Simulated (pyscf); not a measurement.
Single points on ωB97X-D3(BJ)/def2-SVP structures (PySCF, gas phase).

Q: Estimate by transition-state theory (the high-pressure limit) the rate constant of HN=Ga–NH₂ + H₂ → H₂N–GaH–NH₂ (singlet surface; H–H broken, H–N, Ga–H formed) at 600 K, with ωB97M-D3(BJ)/def2-TZVP energies (ideal gas, 1 atm, RRHO with modes under 100 cm⁻¹ raised to 100, one conformer, R ln 2 for chiral ones without a mode under 150 cm⁻¹; no tunnelling).

A: The electronic barrier is 15.6 kcal/mol and the thermal terms add +17.8, so ΔG‡ = 33.4 kcal/mol. With k_BT/h = 1.25e+13 s⁻¹ and RT = 1.192 kcal/mol, and a volume of 8.18e-20 cm³ per molecule at 1 atm, k = 7.1e-19 cm³ molecule⁻¹ s⁻¹. The product is born with the 82 kcal/mol of the reverse barrier and needs collisions to keep. Wigner's tunnelling factor for 1300i cm⁻¹ would be 1.40, likely too low at so high a frequency. A shift of 1 kcal/mol in the barrier changes k by a factor 2.3. At the saddle there is also a short Ga–H contact that neither side keeps. One saddle was located; it need not be the lowest between these sides. Elements up to Kr have no core potential and no relativistic terms here.
